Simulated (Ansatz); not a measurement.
## Ansatz (development build ahead of 0.2.0) run

```yaml
crystal:
  periodic: [false, false, false]
  atoms:
    - { symbol: Li, position_ang: [0.0, 0.0, 0.0] }
    - { symbol: O, position_ang: [0.0, 0.0, 1.6036] }
basis:
  gaussian: { orbitals: def2-SVP }
magnetization:
  initial_magnetization: 1
hamiltonian:
  xc: hf
correlation:
  method: ccsd_t
  frozen_orbitals: { Li: 0, O: 1 }
```

The input is written out in the form of the current development build from the run's settings. Correlation on restricted open-shell orbitals is semicanonical, with singles.

The run gave:

```json
{
 "Converged": "yes",
 "Reference energy": "-82.20245 hartree",
 "Correlation energy": "-0.16918 hartree",
 "Total energy": "-82.37163 hartree",
 "Stability test": "minimum among restricted orbitals"
}
```
